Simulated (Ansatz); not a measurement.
Ideal-gas functions of CH4FNS, SMILES `NC(F)S` at 600 K and 1 bar, from an Ansatz frequency run at PBE0-D4/def2-TZVP.

Molar mass 81.11 g/mol, point group C1 (symmetry number 1), electronic degeneracy 1, moments of inertia 56.085, 106.435, 150.426 u Å². Harmonic wavenumbers (cm⁻¹, unscaled): 155, 286, 314, 396, 545, 668, 736, 876, 1004, 1155, 1219, 1310, 1418, 1651, 2705, 3108, 3566, 3675.

Use S(trans) = R[1.5 ln M + 2.5 ln T − 1.1517]; rotational temperatures θ = 24.2544 K / I; S(rot) = R[ln(√π/σ · √(T³/θAθBθC)) + 1.5]; for each mode x = 1.438777 ν̃/T, S = R[x/(eˣ − 1) − ln(1 − e⁻ˣ)] and H = RT x/(eˣ − 1); 1 cm⁻¹ = 0.0119627 kJ/mol; R = 8.31446 J/(mol·K).

Q: By hand: the entropy, in J/(mol·K).

A: Translation 178.2. Rotation: θ = 0.4325, 0.2279, 0.1612 K, giving 114.2. Vibration, mode by mode: 16.59, 11.61, 10.87, 9.05, 6.66, 5.23, 4.59, 3.52, 2.77, 2.08, 1.84, 1.55, 1.26, 0.80, 0.09, 0.04, 0.02, 0.01, in all 78.6. Electronic 0.0. Sum 371.0 J/(mol·K).

Q: By hand: H − E and G − E in kJ/mol, counted from the electronic energy.

A: Zero-point energy ½ × 24787 × 0.0119627 = 148.3; thermal vibration 26.3; translation, rotation and pV give 4 RT = 20.0. H − E = 194.6 kJ/mol, and G − E = 194.6 − 600 × 371.0/1000 = -28.0 kJ/mol.

Vibration gives 21 % of the entropy. The sum counts one conformer and one mirror image; others add a mixing term.
